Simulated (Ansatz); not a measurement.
Relaxation of ClH$_{5}$Si (7 atoms, charge 0, multiplicity 1), to a largest force component of 0.03 eV/Å in at most 50 steps.

The calculation used RKS B3LYP/def2-SVP (Ansatz).

```xyz
7
Properties=species:S:1:pos:R:3
Si 0.238 0.000 0.033
Cl 0.394 0.000 2.142
H 1.629 0.000 -0.506
H -0.476 1.229 -0.410
H -0.476 -1.229 -0.410
H -2.327 0.000 0.777
H -2.090 0.000 1.456
```

Task: Where does it end, and by what steps?

Result: The forces met the threshold. The force dipped under the threshold on the way, but the program's further checks kept it going. After 20 steps the energy has fallen by 0.192 eV; H6 moved furthest, 1.55 Å.

```
step  energy less start (eV)  largest force component (eV/Å)  accepted
   0                  0.0000                           1.527       yes
   1                 -0.1217                           0.174       yes
   2                 -0.1613                           0.158       yes
   3                 -0.1760                           0.079       yes
   4                 -0.1782                           0.035       yes
   5                 -0.1795                           0.089       yes
   6                 -0.1803                           0.065       yes
   7                 -0.1816                           0.090       yes
   8                 -0.1838                           0.245       yes
   9                 -0.1860                           0.158       yes
  10                 -0.1876                           0.079       yes
  11                 -0.1893                           0.089       yes
  12                 -0.1897                           0.175       yes
  13                 -0.1904                           0.111       yes
  14                 -0.1909                           0.003       yes
  15                 -0.1913                           0.012       yes
  16                 -0.1909                           0.243        no
  17                 -0.1917                           0.048       yes
  18                 -0.1918                           0.086       yes
  19                 -0.1919                           0.042       yes
  20                 -0.1919                           0.018       yes
```

```xyz
7
Properties=species:S:1:pos:R:3
Si 0.680 0.000 -0.206
Cl 0.256 0.000 1.832
H 2.157 0.000 -0.380
H 0.095 1.220 -0.822
H 0.095 -1.220 -0.822
H -3.574 0.000 1.701
H -2.817 0.000 1.781
```

Whether the end is a true minimum wasn't checked by a vibrational analysis.

The run took 24 s on 1 thread of Arm Neoverse V2 (shared host), peak memory 0.11 GiB.
